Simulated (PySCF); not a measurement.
PySCF input (HF/def2-SVP):

```python
import numpy as np, basis_set_exchange as bse
from pyscf import gto, scf, dft, df

basis = {'C': gto.basis.parse(bse.get_basis('def2-SVP', elements=['C'], fmt='nwchem')), 'Cl': gto.basis.parse(bse.get_basis('def2-SVP', elements=['Cl'], fmt='nwchem')), 'H': gto.basis.parse(bse.get_basis('def2-SVP', elements=['H'], fmt='nwchem'))}
mol = gto.M(
    atom='''
    C    -0.01183665    0.99144419    0.16305088
    C     1.48020722    0.71088388    0.05518583
    Cl   -0.83320109   -0.80067899   -0.03691672
    H    -0.32290259    1.38674071   -0.81937582
    H     1.98476567    1.68889719    0.00569105
    H     1.86225212    0.20273138    0.94920951
    H     1.83008002    0.11920500   -0.81736090
    ''',
    basis=basis,
    charge=-1,
    verbose=4,
    max_memory=8640,
)
mf = scf.RHF(mol)
mf = mf.density_fit(auxbasis=df.autoaux(mol))
mf.conv_tol = 1e-9
mf.max_cycle = 100
print('smallest overlap eigenvalue', np.linalg.eigvalsh(mol.intor('int1e_ovlp'))[0])
mf.kernel()
dip = mf.dip_moment()
```

Output:

```
PySCF version 2.14.0

[INPUT] verbose = 4
[INPUT] num. atoms = 7
[INPUT] num. electrons = 34
[INPUT] charge = -1
[INPUT] spin (= nelec alpha-beta = 2S) = 0
[INPUT] symmetry False subgroup None
[INPUT] Mole.unit = angstrom
[INPUT] Symbol           X                Y                Z      unit          X                Y                Z       unit  Magmom
[INPUT]  1 C     -0.011836650000   0.991444190000   0.163050880000 AA   -0.022368026732   1.873557986891   0.308121507569 Bohr   0.0
[INPUT]  2 C      1.480207220000   0.710883880000   0.055185830000 AA    2.797186253404   1.343375839568   0.104286104657 Bohr   0.0
[INPUT]  3 Cl    -0.833201090000  -0.800678990000  -0.036916720000 AA   -1.574521866789  -1.513064004793  -0.069762490217 Bohr   0.0
[INPUT]  4 H     -0.322902590000   1.386740710000  -0.819375820000 AA   -0.610197460013   2.620560147685  -1.548395892891 Bohr   0.0
[INPUT]  5 H      1.984765670000   1.688897190000   0.005691050000 AA    3.750663537739   3.191553141648   0.010754525861 Bohr   0.0
[INPUT]  6 H      1.862252120000   0.202731380000   0.949209510000 AA    3.519146481691   0.383106785055   1.793746008733 Bohr   0.0
[INPUT]  7 H      1.830080020000   0.119205000000  -0.817360900000 AA    3.458350023839   0.225264802679  -1.544588245928 Bohr   0.0

nuclear repulsion = 90.3543069278993
number of shells = 32
number of NR pGTOs = 112
number of NR cGTOs = 66
basis = {'C': [[0, [1238.4016938, 0.0054568832082], [186.29004992, 0.040638409211], [42.251176346, 0.18025593888], [11.676557932, 0.46315121755], [3.5930506482, 0.44087173314]], [0, [0.40245147363, 1.0]], [0, [0.13090182668, 1.0]], [1, [9.4680970621, 0.038387871728], [2.0103545142, 0.21117025112], [0.54771004707, 0.51328172114]], [1, [0.15268613795, 1.0]], [2, [0.8, 1.0]]], 'Cl': [[0, [10449.827566, 0.0019708362484], [1571.7365221, 0.014754727977], [357.12065523, 0.066679112875], [100.25185935, 0.17228924084], [30.812727554, 0.158837861]], [0, [51.923789434, -0.10009298909], [5.7045760975, 0.60841752753], [2.3508376809, 0.54352153355]], [0, [0.44605124672, 1.0]], [0, [0.1684885619, 1.0]], [1, [307.66790569, -0.0087801484118], [72.102015515, -0.063563355471], [22.532680262, -0.24016428276], [7.8991765444, -0.47798866557], [2.8767268321, -0.38515850005]], [1, [0.77459363955, 1.0]], [1, [0.21037699698, 1.0]], [2, [0.65, 1.0]]], 'H': [[0, [13.010701, 0.019682158], [1.9622572, 0.13796524], [0.44453796, 0.47831935]], [0, [0.12194962, 1.0]], [1, [0.8, 1.0]]]}
ecp = {}
ETB for C: l = 0, exps = 0.26180365336 * 1.8^n , n = 0..13
ETB for C: l = 1, exps = 0.28358796463 * 1.8^n , n = 0..10
ETB for C: l = 2, exps = 0.3053722759 * 1.8^n , n = 0..9
ETB for C: l = 3, exps = 0.95268613795 * 2.2^n , n = 0..1
ETB for H: l = 0, exps = 0.24389924 * 1.8^n , n = 0..8
ETB for H: l = 1, exps = 0.92194962 * 2^n , n = 0..1
ETB for H: l = 2, exps = 1.6 * 2.2^n , n = 0..0
ETB for Cl: l = 0, exps = 0.3369771238 * 1.8^n , n = 0..16
ETB for Cl: l = 1, exps = 0.37886555888 * 1.8^n , n = 0..13
ETB for Cl: l = 2, exps = 0.42075399396 * 1.8^n , n = 0..12
ETB for Cl: l = 3, exps = 0.86037699698 * 2.2^n , n = 0..3
smallest overlap eigenvalue 0.004319976656532257

******** <class 'pyscf.df.df_jk.DFRHF'> ********
method = DFRHF
initial guess = minao
damping factor = 0
level_shift factor = 0
DIIS = <class 'pyscf.scf.diis.CDIIS'>
diis_start_cycle = 1
diis_space = 8
diis_damp = 0
SCF conv_tol = 1e-09
SCF conv_tol_grad = None
SCF max_cycles = 100
direct_scf = False
Set gradient conv threshold to 3.16228e-05
Initial guess from minao.
******** <class 'pyscf.df.df.DF'> ********
auxbasis = {'C': [[0, [np.float64(545.1528275619635), 1]], [0, [np.float64(302.86268197886864), 1]], [0, [np.float64(168.25704554381588), 1]], [0, [np.float64(93.47613641323105), 1]], [0, [np.float64(51.931186896239474), 1]], [0, [np.float64(28.850659386799705), 1]], [0, [np.float64(16.028144103777613), 1]], [0, [np.float64(8.904524502098674), 1]], [0, [np.float64(4.946958056721486), 1]], [0, [np.float64(2.748310031511936), 1]], [0, [np.float64(1.5268389063955201), 1]], [0, [np.float64(0.8482438368864), 1]], [0, [np.float64(0.471246576048), 1]], [0, [np.float64(0.26180365336), 1]], [1, [np.float64(101.25415335764215), 1]], [1, [np.float64(56.2523074209123), 1]], [1, [np.float64(31.251281900506832), 1]], [1, [np.float64(17.36182327805935), 1]], [1, [np.float64(9.645457376699639), 1]], [1, [np.float64(5.358587431499799), 1]], [1, [np.float64(2.9769930174998884), 1]], [1, [np.float64(1.6538850097221602), 1]], [1, [np.float64(0.9188250054012002), 1]], [1, [np.float64(0.5104583363340001), 1]], [1, [np.float64(0.28358796463), 1]], [2, [np.float64(60.573427945585124), 1]], [2, [np.float64(33.65190441421396), 1]], [2, [np.float64(18.695502452341085), 1]], [2, [np.float64(10.386390251300602), 1]], [2, [np.float64(5.770216806278112), 1]], [2, [np.float64(3.2056760034878398), 1]], [2, [np.float64(1.7809311130488001), 1]], [2, [np.float64(0.989406173916), 1]], [2, [np.float64(0.54967009662), 1]], [2, [np.float64(0.3053722759), 1]], [3, [np.float64(2.09590950349), 1]], [3, [np.float64(0.95268613795), 1]]], 'H': [[0, [np.float64(26.87760009316363), 1]], [0, [np.float64(14.93200005175757), 1]], [0, [np.float64(8.29555558430976), 1]], [0, [np.float64(4.6086419912832), 1]], [0, [np.float64(2.560356661824), 1]], [0, [np.float64(1.42242036768), 1]], [0, [np.float64(0.7902335376), 1]], [0, [np.float64(0.43901863199999996), 1]], [0, [np.float64(0.24389924), 1]], [1, [np.float64(1.84389924), 1]], [1, [np.float64(0.92194962), 1]], [2, [np.float64(1.6), 1]]], 'Cl': [[0, [np.float64(4092.2343904551003), 1]], [0, [np.float64(2273.4635502528336), 1]], [0, [np.float64(1263.0353056960187), 1]], [0, [np.float64(701.6862809422325), 1]], [0, [np.float64(389.8257116345737), 1]], [0, [np.float64(216.56983979698535), 1]], [0, [np.float64(120.31657766499187), 1]], [0, [np.float64(66.8425431472177), 1]], [0, [np.float64(37.134746192898724), 1]], [0, [np.float64(20.6304145516104), 1]], [0, [np.float64(11.461341417561332), 1]], [0, [np.float64(6.367411898645185), 1]], [0, [np.float64(3.53745105480288), 1]], [0, [np.float64(1.9652505860016003), 1]], [0, [np.float64(1.0918058811120002), 1]], [0, [np.float64(0.6065588228400001), 1]], [0, [np.float64(0.3369771238), 1]], [1, [np.float64(788.9104221371114), 1]], [1, [np.float64(438.2835678539508), 1]], [1, [np.float64(243.49087102997262), 1]], [1, [np.float64(135.27270612776258), 1]], [1, [np.float64(75.15150340431254), 1]], [1, [np.float64(41.75083522461808), 1]], [1, [np.float64(23.19490845812115), 1]], [1, [np.float64(12.88606025451175), 1]], [1, [np.float64(7.15892236361764), 1]], [1, [np.float64(3.977179090898688), 1]], [1, [np.float64(2.20954393938816), 1]], [1, [np.float64(1.2275244107712), 1]], [1, [np.float64(0.681958005984), 1]], [1, [np.float64(0.37886555888), 1]], [2, [np.float64(486.74142407332795), 1]], [2, [np.float64(270.4119022629599), 1]], [2, [np.float64(150.2288345905333), 1]], [2, [np.float64(83.46046366140737), 1]], [2, [np.float64(46.366924256337434), 1]], [2, [np.float64(25.759402364631907), 1]], [2, [np.float64(14.31077909146217), 1]], [2, [np.float64(7.9504328285900945), 1]], [2, [np.float64(4.416907126994496), 1]], [2, [np.float64(2.4538372927747205), 1]], [2, [np.float64(1.3632429404304), 1]], [2, [np.float64(0.7573571891280001), 1]], [2, [np.float64(0.42075399396), 1]], [3, [np.float64(9.161294263843043), 1]], [3, [np.float64(4.164224665383201), 1]], [3, [np.float64(1.8928293933560003), 1]], [3, [np.float64(0.86037699698), 1]]]}
init E= -537.174170425933
  HOMO = -0.161214012265315  LUMO = 0.0612491462513103  gap/eV = 6.05353
cycle= 1 E= -537.237179597083  delta_E= -0.063  |g|= 0.319  |ddm|= 2.46
  HOMO = -0.045968638856869  LUMO = 0.347891275730773  gap/eV = 10.71747
cycle= 2 E= -537.270942633143  delta_E= -0.0338  |g|= 0.0994  |ddm|= 0.604
  HOMO = -0.0630626818463504  LUMO = 0.358838354445501  gap/eV = 11.48051
cycle= 3 E= -537.274252251555  delta_E= -0.00331  |g|= 0.0297  |ddm|= 0.175
  HOMO = -0.0686057614627069  LUMO = 0.359201703028837  gap/eV = 11.64123
cycle= 4 E= -537.274900524734  delta_E= -0.000648  |g|= 0.0107  |ddm|= 0.114
  HOMO = -0.0662056613565505  LUMO = 0.359696522281841  gap/eV = 11.58939
cycle= 5 E= -537.275006015457  delta_E= -0.000105  |g|= 0.00517  |ddm|= 0.0454
  HOMO = -0.0673121023872878  LUMO = 0.359567279822731  gap/eV = 11.61598
cycle= 6 E= -537.275046390393  delta_E= -4.04e-05  |g|= 0.00227  |ddm|= 0.0372
  HOMO = -0.067250316410441  LUMO = 0.359718072189207  gap/eV = 11.61840
cycle= 7 E= -537.27505547914  delta_E= -9.09e-06  |g|= 0.000688  |ddm|= 0.0176
  HOMO = -0.0673184892947649  LUMO = 0.359745016042398  gap/eV = 11.62099
cycle= 8 E= -537.275056148524  delta_E= -6.69e-07  |g|= 0.000218  |ddm|= 0.00347
  HOMO = -0.0673045943606962  LUMO = 0.359738559137907  gap/eV = 11.62044
cycle= 9 E= -537.275056211247  delta_E= -6.27e-08  |g|= 6.94e-05  |ddm|= 0.00154
  HOMO = -0.0673117174483564  LUMO = 0.359744557446405  gap/eV = 11.62079
cycle= 10 E= -537.275056216046  delta_E= -4.8e-09  |g|= 2.08e-05  |ddm|= 0.000456
  HOMO = -0.0673095271351234  LUMO = 0.359743510654524  gap/eV = 11.62071
cycle= 11 E= -537.275056216418  delta_E= -3.72e-10  |g|= 4.84e-06  |ddm|= 0.000114
  HOMO = -0.0673097874427944  LUMO = 0.35974352502926  gap/eV = 11.62071
Extra cycle  E= -537.27505621644  delta_E= -2.16e-11  |g|= 2.29e-06  |ddm|= 2.15e-05
converged SCF energy = -537.27505621644

WARN: System has nonzero charge -1; the dipole moment is origin-dependent.
Location of origin: [0. 0. 0.]

Dipole moment(X, Y, Z, Debye):  1.73718, -1.03697, -1.40114
```
